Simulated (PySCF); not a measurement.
# Gas-phase thermal properties of HO₂

Energies from PySCF (xtb for GFN2), thermal terms from the rigid-rotor harmonic-oscillator model, ideal gas at 1 bar. The comparison is the NASA 1993 polynomial table, which mixes measured and estimated data. 6-31G* has spherical d functions here. Open shells (unrestricted): HO₂ (multiplicity 2). GFN2 has no spin-polarisation term. B3LYP is the form with VWN-RPA correlation. The harmonic model lacks anharmonicity and excited electronic states, which grow with temperature; levels with a mode under 35 cm⁻¹ are left out. The table's entry may be an old estimate for HO₂ (not checked at source).

| level | point group | σ | ZPE (kJ/mol) | S°298 (J/mol/K) | Cp298 (J/mol/K) | S°1000 (J/mol/K) | H1000 − H298 (kJ/mol) |
|---|---|---|---|---|---|---|---|
| table | - | - | - | 229.1 | 34.9 | 278.5 | 29.6 |
| B3LYP/6-31G* | Cs | 1 | 36.8 | 229.0 | 34.5 | 277.7 | 29.2 |
| GFN2-xTB | Cs | 1 | 34.9 | 228.5 | 34.5 | 277.4 | 29.3 |
| HF/6-31G* | Cs | 1 | 41.1 | 228.4 | 34.2 | 276.0 | 28.5 |
| PBE/def2-SVP | Cs | 1 | 35.3 | 229.0 | 34.8 | 278.3 | 29.5 |
| PBE0/def2-TZVP | Cs | 1 | 37.8 | 228.6 | 34.4 | 277.0 | 29.0 |
σ: rotational symmetry number. Electronic degeneracy used: 2. Frequencies are unscaled.
